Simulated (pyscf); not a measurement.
Elementary routes open to `[SiH3][SeH]` + `[SeH2]` in the gas phase (singlet surface):
A. `[SiH3][Se][SeH]` + `[H][H]` (H–Se, H–Se broken; Se–Se, H–H formed)
B. `[SeH][SiH2][SeH]` + `[H][H]` (H–Si, H–Se broken; Se–Si, H–H formed)

Optimised with ωB97X-D3(BJ)/def2-SVP in PySCF.

### Question
Rank the routes by free-energy barrier at 1200 K, lowest first, for ωB97M-D3(BJ)/def2-TZVP energies (ideal gas, 1 atm, RRHO with modes under 100 cm⁻¹ raised to 100, one conformer, R ln 2 for chiral ones without a mode under 150 cm⁻¹).

### Answer
B (3.81 eV), A (5.13 eV)

Route B is the fastest of these, ahead of the next by 1.32 eV. The most stable products are those of B (ΔG = -0.10 eV), so kinetics and thermodynamics agree. At 298 K B is still the fastest. Only these routes are compared; each barrier is that of the saddle found, and lower ones may exist. A restricted solution here is unstable towards spin polarisation, so biradical character is likely and single-reference numbers are less safe. Elements up to Kr have no core potential and no relativistic terms here.
